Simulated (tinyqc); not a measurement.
Worked calculation: UKS/PBE in the sto-6g basis, for LiH, spin multiplicity 3. One step of it, computed by the program tinyqc.

Problem. Iteration 1: building the Kohn-Sham matrix. J_ij = sum D_kl (ij|kl) with D = D(alpha) + D(beta); F = H + J + V_xc; E = tr D H + tr D J / 2 + E_xc + E_nn.

D(alpha) at the start, lower triangle:
```
            1Li 1s     1Li 2s   1Li 2px   1Li 2py   1Li 2pz     2H 1s
1Li 1s    1.556506
1Li 2s   -0.166632   0.760096
1Li 2px   0.000000   0.000000  0.000000
1Li 2py   0.000000   0.000000  0.000000  0.000000
1Li 2pz   0.004085  -0.004003  0.000000  0.000000  0.002757
2H 1s    -0.013220   0.071072  0.000000  0.000000  0.042557  0.681755
```

D(beta) at the start, lower triangle:
```
            1Li 1s     1Li 2s   1Li 2px   1Li 2py   1Li 2pz     2H 1s
1Li 1s    0.518835
1Li 2s   -0.055544   0.253365
1Li 2px   0.000000   0.000000  0.000000
1Li 2py   0.000000   0.000000  0.000000  0.000000
1Li 2pz   0.001362  -0.001334  0.000000  0.000000  0.000919
2H 1s    -0.004407   0.023691  0.000000  0.000000  0.014186  0.227252
```

core Hamiltonian H = T + V (hartree), lower triangle:
```
            1Li 1s     1Li 2s    1Li 2px    1Li 2py    1Li 2pz      2H 1s
1Li 1s   -4.713936
1Li 2s   -1.001209  -1.342401
1Li 2px   0.000000   0.000000  -1.103463
1Li 2py   0.000000   0.000000   0.000000  -1.103463
1Li 2pz  -0.010806  -0.098397   0.000000   0.000000  -1.179673
2H 1s    -0.122087  -0.472693   0.000000   0.000000  -0.627023  -1.261274
```

Two-electron integrals (ij|kl) in chemists' order, unique and non-zero (hartree):
```
(11|11) 1.681247   (21|11) 0.242603   (21|21) 0.044507   (22|11) 0.397190
(22|21) 0.090279   (22|22) 0.290625   (31|31) 0.009437   (32|31) 0.014261
(32|32) 0.064236   (33|11) 0.397190   (33|21) 0.090279   (33|22) 0.290625
(33|33) 0.313125   (41|41) 0.009437   (42|41) 0.014261   (42|42) 0.064236
(43|43) 0.016875   (44|11) 0.397190   (44|21) 0.090279   (44|22) 0.290625
(44|33) 0.279374   (44|44) 0.313125   (51|51) 0.009437   (52|51) 0.014261
(52|52) 0.064236   (53|53) 0.016875   (54|54) 0.016875   (55|11) 0.397190
(55|21) 0.090279   (55|22) 0.290625   (55|33) 0.279374   (55|44) 0.279374
(55|55) 0.313125   (61|11) 0.028478   (61|21) 0.005141   (61|22) 0.010629
(61|33) 0.010476   (61|44) 0.010476   (61|51) 0.000692   (61|52) 0.001437
(61|55) 0.010935   (61|61) 0.000659   (62|11) 0.096534   (62|21) 0.022385
(62|22) 0.079969   (62|33) 0.075506   (62|44) 0.075506   (62|51) 0.003710
(62|52) 0.024578   (62|55) 0.088893   (62|61) 0.003180   (62|62) 0.040834
(63|31) 0.001558   (63|32) 0.007885   (63|53) 0.003398   (63|63) 0.002361
(64|41) 0.001558   (64|42) 0.007885   (64|54) 0.003398   (64|64) 0.002361
(65|11) 0.126971   (65|21) 0.029672   (65|22) 0.109081   (65|33) 0.101589
(65|44) 0.101589   (65|51) 0.005773   (65|52) 0.038092   (65|55) 0.124066
(65|61) 0.004360   (65|62) 0.060485   (65|65) 0.090378   (66|11) 0.263355
(66|21) 0.061998   (66|22) 0.243822   (66|33) 0.222886   (66|44) 0.222886
(66|51) 0.010632   (66|52) 0.090014   (66|55) 0.285696   (66|61) 0.009138
(66|62) 0.162023   (66|65) 0.247448   (66|66) 0.774999
```

nuclear repulsion = 0.79060340 hartree

V_xc(alpha) (hartree), lower triangle:
```
            1Li 1s     1Li 2s    1Li 2px    1Li 2py    1Li 2pz      2H 1s
1Li 1s   -1.216885
1Li 2s   -0.137102  -0.205258
1Li 2px   0.000000   0.000000  -0.197126
1Li 2py   0.000000   0.000000   0.000000  -0.197126
1Li 2pz  -0.000311  -0.016578   0.000000   0.000000  -0.221555
2H 1s    -0.016909  -0.092173   0.000000   0.000000  -0.136681  -0.465736
```

V_xc(beta) (hartree), lower triangle:
```
            1Li 1s     1Li 2s    1Li 2px    1Li 2py    1Li 2pz      2H 1s
1Li 1s   -0.920331
1Li 2s   -0.106457  -0.169323
1Li 2px   0.000000   0.000000  -0.163102
1Li 2py   0.000000   0.000000   0.000000  -0.163102
1Li 2pz  -0.000256  -0.012588   0.000000   0.000000  -0.181798
2H 1s    -0.013112  -0.073595   0.000000   0.000000  -0.108643  -0.368293
```

E_xc = sum of w rho eps_xc = -2.29794351 hartree

Give: Coulomb J; F(alpha); F(beta); total energy of this density.

Solution.

Coulomb J (hartree), lower triangle:
```
         1Li 1s  1Li 2s  1Li 2px  1Li 2py  1Li 2pz   2H 1s
1Li 1s   4.0564
1Li 2s   0.6393  1.3286
1Li 2px  0.0000  0.0000   1.3078
1Li 2py  0.0000  0.0000   0.0000   1.3078
1Li 2pz  0.0109  0.0902   0.0000   0.0000   1.3701
2H 1s    0.0770  0.4333   0.0000   0.0000   0.6075  1.5293
```

F(alpha) (hartree), lower triangle:
```
          1Li 1s   1Li 2s  1Li 2px  1Li 2py  1Li 2pz    2H 1s
1Li 1s   -1.8744
1Li 2s   -0.4990  -0.2191
1Li 2px   0.0000   0.0000   0.0072
1Li 2py   0.0000   0.0000   0.0000   0.0072
1Li 2pz  -0.0002  -0.0248   0.0000   0.0000  -0.0311
2H 1s    -0.0620  -0.1316   0.0000   0.0000  -0.1562  -0.1978
```

F(beta) (hartree), lower triangle:
```
          1Li 1s   1Li 2s  1Li 2px  1Li 2py  1Li 2pz    2H 1s
1Li 1s   -1.5778
1Li 2s   -0.4683  -0.1831
1Li 2px   0.0000   0.0000   0.0413
1Li 2py   0.0000   0.0000   0.0000   0.0413
1Li 2pz  -0.0001  -0.0208   0.0000   0.0000   0.0086
2H 1s    -0.0582  -0.1130   0.0000   0.0000  -0.1282  -0.1003
```

total energy of this density = -8.000521 hartree

This density is the starting one; it is not idempotent, so its energy is not variational and may lie below the converged one.
